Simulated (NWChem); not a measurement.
The numbers come from NWChem runs, not from measurements. System: disilane (H6Si2), charge 0, spin multiplicity 1, at a geometry optimised with PBE/def2-SVP. Level: MP2/def2-TZVP, 10 core orbitals frozen.

NWChem printed:

```
             Northwest Computational Chemistry Package (NWChem) 7.3.0
             --------------------------------------------------------

                                NWChem Input Module
                                -------------------

 Scaling coordinates for geometry "geometry" by  1.889725989
 (inverse scale =  0.529177249)

 Turning off AUTOSYM since
 SYMMETRY directive was detected!

                             Geometry "geometry" -> ""
                             -------------------------

 Output coordinates in angstroms (scale by  1.889725989 to convert to a.u.)

  No.       Tag          Charge          X              Y              Z
 ---- ---------------- ---------- -------------- -------------- --------------
    1 Si                  14.0000     1.17592100     0.05208100     0.00000000
    2 Si                  14.0000    -1.17592100    -0.05208100     0.00000000
    3 H                    1.0000     1.66629200     0.78060200     1.22296100
    4 H                    1.0000     1.66629200     0.78060200    -1.22296100
    5 H                    1.0000     1.76009700    -1.33555400     0.00000000
    6 H                    1.0000    -1.66629200    -0.78060200     1.22296100
    7 H                    1.0000    -1.66629200    -0.78060200    -1.22296100
    8 H                    1.0000    -1.76009700     1.33555400     0.00000000

 Effective nuclear repulsion energy (a.u.)      89.9741794733

            Nuclear Dipole moment (a.u.)
            ----------------------------
        X                 Y               Z
 ---------------- ---------------- ----------------
     0.0000000000     0.0000000000     0.0000000000

      Symmetry information
      --------------------

 Group name             C2h
 Group number             21
 Group order               4
 No. of unique centers     3

      Symmetry unique atoms

     1    3    5


 Summary of "ao basis" -> "" (spherical)
 ------------------------------------------------------------------------------
       Tag                 Description            Shells   Functions and Types
 ---------------- ------------------------------  ------  ---------------------
 *                         def2-tzvp                  on all atoms

 Summary of "ao basis" -> "ao basis" (spherical)
 ------------------------------------------------------------------------------
       Tag                 Description            Shells   Functions and Types
 ---------------- ------------------------------  ------  ---------------------
 Si                        def2-tzvp                13       37   5s5p2d1f
 H                         def2-tzvp                 4        6   3s1p

                                 NWChem SCF Module
                                 -----------------

  ao basis        = "ao basis"
  functions       =   110
  atoms           =     8
  closed shells   =    17
  open shells     =     0
  charge          =   0.00
  wavefunction    = RHF
  use symmetry    = T
  symmetry adapt  = T

 Summary of "ao basis" -> "ao basis" (spherical)
 ------------------------------------------------------------------------------
       Tag                 Description            Shells   Functions and Types
 ---------------- ------------------------------  ------  ---------------------
 Si                        def2-tzvp                13       37   5s5p2d1f
 H                         def2-tzvp                 4        6   3s1p

      Symmetry analysis of basis
      --------------------------

        ag         36
        au         19
        bg         19
        bu         36

 Forming initial guess at       0.1s

      Superposition of Atomic Density Guess
      -------------------------------------

 Sum of atomic energies:        -580.66967620

      Non-variational initial energy
      ------------------------------

 Total energy =    -581.185746
 1-e energy   =    -982.856396
 2-e energy   =     311.696471
 HOMO         =      -0.327636
 LUMO         =       0.059797

      Symmetry analysis of molecular orbitals - initial
      -------------------------------------------------

  Numbering of irreducible representations:

     1 ag          2 au          3 bg          4 bu
[...]

 Vector   16  Occ=2.000000D+00  E=-4.708911D-01  Symmetry=bg
              MO Center=  1.1D-15, -2.1D-15, -3.0D-15, r^2= 4.9D+00
   Bfn.  Coefficient  Atom+Function         Bfn.  Coefficient  Atom+Function
  ----- ------------  ---------------      ----- ------------  ---------------
    17      0.214350  1 Si pz                54     -0.214350  2 Si pz
    76      0.166535  3 H  s                 82     -0.166535  4 H  s
    94     -0.166535  6 H  s                100      0.166535  7 H  s

 Vector   17  Occ=2.000000D+00  E=-4.051248D-01  Symmetry=ag
              MO Center=  6.1D-17,  1.4D-15, -1.6D-17, r^2= 3.0D+00
   Bfn.  Coefficient  Atom+Function         Bfn.  Coefficient  Atom+Function
  ----- ------------  ---------------      ----- ------------  ---------------
    15      0.321240  1 Si px                52     -0.321240  2 Si px

 Vector   18  Occ=0.000000D+00  E= 1.173643D-01  Symmetry=bu
              MO Center=  2.9D-15,  1.1D-16,  6.8D-16, r^2= 1.1D+01
   Bfn.  Coefficient  Atom+Function         Bfn.  Coefficient  Atom+Function
  ----- ------------  ---------------      ----- ------------  ---------------
     5      2.546378  1 Si s                 42     -2.546378  2 Si s
    18     -1.909984  1 Si px                55     -1.909984  2 Si px
    15     -0.335144  1 Si px                52     -0.335144  2 Si px
    30      0.265812  1 Si d  2              67     -0.265812  2 Si d  2
    28     -0.154063  1 Si d  0              65      0.154063  2 Si d  0

 Vector   19  Occ=0.000000D+00  E= 1.263865D-01  Symmetry=bu
              MO Center= -3.2D-14, -4.1D-14,  1.9D-14, r^2= 5.2D+00
   Bfn.  Coefficient  Atom+Function         Bfn.  Coefficient  Atom+Function
  ----- ------------  ---------------      ----- ------------  ---------------
    19      0.929348  1 Si py                56      0.929348  2 Si py
    89      0.891025  5 H  s                107     -0.891025  8 H  s
    77     -0.445537  3 H  s                 83     -0.445537  4 H  s
    95      0.445537  6 H  s                101      0.445537  7 H  s

 Vector   20  Occ=0.000000D+00  E= 1.263891D-01  Symmetry=au
              MO Center= -4.2D-14,  4.6D-14,  2.5D-15, r^2= 5.2D+00
   Bfn.  Coefficient  Atom+Function         Bfn.  Coefficient  Atom+Function
  ----- ------------  ---------------      ----- ------------  ---------------
    20      0.930299  1 Si pz                57      0.930299  2 Si pz
    77     -0.771672  3 H  s                 83      0.771672  4 H  s
    95     -0.771672  6 H  s                101      0.771672  7 H  s

 center of mass
 --------------
 x =  -0.00000000 y =   0.00000000 z =   0.00000000

 moments of inertia (a.u.)
 ------------------
          43.684375939428         -14.041954063721           0.000000000000
         -14.041954063721         360.103211517544           0.000000000000
           0.000000000000           0.000000000000         360.725210222975

  Mulliken analysis of the total density
  --------------------------------------

    Atom       Charge   Shell Charges
 -----------   ------   -------------------------------------------------------
    1 Si  14    13.87   2.00  0.58  1.39  0.81  0.47  4.12  1.73  0.52  1.54  0.41  0.11  0.16  0.02
    2 Si  14    13.87   2.00  0.58  1.39  0.81  0.47  4.12  1.73  0.52  1.54  0.41  0.11  0.16  0.02
    3 H    1     1.04   0.23  0.56  0.24  0.01
    4 H    1     1.04   0.23  0.56  0.24  0.01
    5 H    1     1.04   0.23  0.56  0.24  0.01
    6 H    1     1.04   0.23  0.56  0.24  0.01
    7 H    1     1.04   0.23  0.56  0.24  0.01
    8 H    1     1.04   0.23  0.56  0.24  0.01

       Multipole analysis of the density wrt the origin
       ------------------------------------------------

     L   x y z        total         open         nuclear
     -   - - -        -----         ----         -------
     0   0 0 0     -0.000000      0.000000     34.000000

     1   1 0 0      0.000000      0.000000      0.000000
     1   0 1 0      0.000000      0.000000      0.000000
     1   0 0 1      0.000000      0.000000      0.000000

     2   2 0 0    -24.687774      0.000000    200.051468
     2   1 1 0     -0.039708      0.000000      7.914344
     2   1 0 1     -0.000000      0.000000      0.000000
     2   0 2 0    -23.799649      0.000000     21.714624
     2   0 1 1      0.000000      0.000000      0.000000
     2   0 0 2    -23.798013      0.000000     21.364015

                   NWChem MP2 Semi-direct Energy/Gradient Module
                   ---------------------------------------------

  Basis functions       =    110
  Molecular orbitals    =    110
  Frozen core           =     10
  Frozen virtuals       =      0
  Active alpha occupied =      7
  Active beta occupied  =      7
  Active alpha virtual  =     93
  Active beta virtual   =     93
  Use MO symmetry       = T
  Use skeleton AO sym   = T

  AO/Fock/Back tols     =   1.0D-09  1.0D-09  1.0D-09

 GA uses MA = F    GA memory limited = T

 Available:
  local mem=  1.26D+08
 global mem=  1.44D+08
 local disk=  0.00D+00
  mp2_memr nvloc                    93
  nvloc new                    93
   1 passes of   7:        4194304                      57220                  13159506.
   1 passes of   7: M    126132387           G      144155000           F     121938083.

 Semi-direct pass number   1 of   1  for RHF alpha+beta  at        2.5s
  vrange nnbf                  5936
  mp2_eaftype                    50  avail_ma_in_mb                  1099
 EAF : mp2_eaftype filesize          50    6579753.
  mp2_eaf for mointskh                     50
Node 0 wrote     30.9 Mb in      0.0 s     Agg I/O rate:  2595.1 Mb/s
 Done moints_semi at        7.1s
  mp2_eaftype                    50  avail_ma_in_mb                  1049
 EAF : mp2_eaftype filesize          50    6579753.
  mp2_eaf for kh                    50
 Done maket at        7.2s
 Done multipass loop at        7.2s

          -------------------------------------------
          SCF energy                -581.363215967983
          Correlation energy          -0.245175621890
          Singlet pairs               -0.196196283259
          Triplet pairs               -0.048979338631
          Total MP2 energy          -581.608391589873
          -------------------------------------------

          ---------------------------------------------------
                    Spin Component Scaled (SCS) MP2
          Same spin pairs                     -0.032652892421
          Same spin scaling factor             0.333333333333
          Opposite spin pairs                 -0.212522729469
          Opposite spin scaling fact.          1.200000000000
          SCS-MP2 correlation energy          -0.265911572837
          Total SCS-MP2 energy              -581.629127540819
          ---------------------------------------------------

 -----------------------
 Performance information
 -----------------------

 Timer overhead =  1.78D-07 seconds/call

               Nr. of calls         CPU time (s)                 Wall time (s)                GFlops
             ---------------    -------------------     ------------------------------   -------------------
Name         Min   Avg   Max    Min     Avg     Max     Min     Avg     Max   Mx/calls   Min     Max     Sum
mp2: moin     1     1     1    4.6     4.6     4.6      4.6     4.6     4.6     4.6      0.0     0.0     0.0
mp2: make     1     1     1   0.13    0.13    0.13     0.13    0.13    0.13    0.13      0.0     0.0     0.0
mp2: tota     1     1     1    4.8     4.8     4.8      4.8     4.8     4.8     4.8      0.0     0.0     0.0

 The average no. of pstat calls per process was 3.00D+00
 with a timing overhead of 5.33D-07s

 Task  times  cpu:        7.2s     wall:        7.2s

 Total times  cpu:        7.2s     wall:        7.2s
```

Task: Write an NWChem input that would produce this output.

Result: This is not unique; one that fits is 
```
start mol
memory heap 200 mb stack 900 mb global 1100 mb
geometry units angstroms nocenter noautoz
  Si     1.175921     0.052081     0.000000
  Si    -1.175921    -0.052081     0.000000
  H      1.666292     0.780602     1.222961
  H      1.666292     0.780602    -1.222961
  H      1.760097    -1.335554     0.000000
  H     -1.666292    -0.780602     1.222961
  H     -1.666292    -0.780602    -1.222961
  H     -1.760097     1.335554     0.000000
  symmetry group C2h
end
basis spherical
  * library def2-tzvp
end
scf
  rhf
  nopen 0
  maxiter 100
  thresh 1e-7
  semidirect memsize 60000000 filesize 0
end
mp2
  freeze core 10
end
task mp2 energy
```
